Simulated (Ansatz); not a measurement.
System: C2H5O, charge -1, multiplicity 1. It need not be the lowest isomer of its formula. Whether it binds its extra electron was not tested at this geometry. 
Structure (B3LYP-D3(BJ)/def2-TZVP (Ansatz, an electronic-structure program) minimum search):
```
C
H 1 1.1110
C 1 1.5227 2 105.19
H 3 1.1007 1 109.30 2 60.02
H 3 1.1011 4 106.70 1 -121.60
H 3 1.1210 4 106.88 5 -112.39
O 1 1.5241 2 102.66 3 -109.79
H 7 0.9561 1 101.64 2 -127.11
```
Charge -1, spin multiplicity 1.

Basis-set convergence of Hartree-Fock and CCSD correlation energies (hartree) with Ansatz. Valence correlation only, unless marked. Spin-orbit coupling is left out. No relativistic terms.

```csv
basis,functions,E(HF),"E(corr, CCSD)"
aug-cc-pVDZ,114,-153.41717,-0.55893
aug-cc-pVTZ,253,(withheld),(withheld)
```

### Question
Fill in the missing entries.

### Answer

- aug-cc-pVTZ, E(HF): -153.45390
- aug-cc-pVTZ, E(corr, CCSD): -0.65432
